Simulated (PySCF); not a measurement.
## Unknown compound

Molecular formula: C₂H₆N₂. Simulated spectra:

1H NMR (400 MHz, computed): δ 6.17 (d, J = 11.0 Hz, 1H), 5.95 (d, J = 11.0 Hz, 1H), 5.22 (br s, 1H), 2.80 (s, 3H).

13C{1H} NMR (computed): δ 115.1, 31.8.

Single conformer, isolated molecule, non-relativistic Hamiltonian, averaged over atoms made equivalent by symmetry, fast rotation or ring inversion. J: B3LYP/pcJ-1 (spin–dipole term only in couplings to heteroatoms); geometry: GFN2-xTB; PBE0/pcSseg-1 with gauge-including orbitals; PySCF.

Shifts are taken against calculated references (same method and geometry level): 1H (σ = 31.72 ppm) and 13C (σ = 186.93 ppm) vs TMS.

Question: Deduce the structure.

Answer: 
Rings plus π bonds: 1 (no ring in the answer). 2 carbon signals for 2 carbons: no two carbons are equivalent. Carbon types of the structure: 1 × CH2, 1 × CH3, leaving 1 H on heteroatoms. δC 115.1: C=N carbon. δC 31.8: methyl carbon bonded to N; the inductive effect lowers its shielding. δH 6.17, 5.95: hydrogen on a C=N carbon. δH 5.22: hydrogen on a nitrogen bonded to O or N; exchangeable, gas-phase position. δH 2.80: hydrogen on a methyl carbon bonded to N; its carbon carries N, which withdraws density. The protons at 5.95 and 6.17 share a coupling of 11.0 Hz (geminal).

These data were computed for `InChI=1S/C2H6N2/c1-3-4-2/h4H,1H2,2H3`.

OH and NH positions are those of a molecule without intermolecular hydrogen bonds; in solution they move with solvent, concentration and temperature, and exchange usually removes their couplings. Splittings below 1 Hz are ignored in the labels, and close J values are merged. Shifts are as computed. Against solution values, carbons near 30 ppm lie about +3 ppm off and those near 130 ppm about +5 ppm. Of 1211 compounds with measured shifts, 218 miss one by over three times the rms of a fit or turn the order of signals round; such compounds aren't used in these exercises. Couplings to exchangeable protons are dropped.
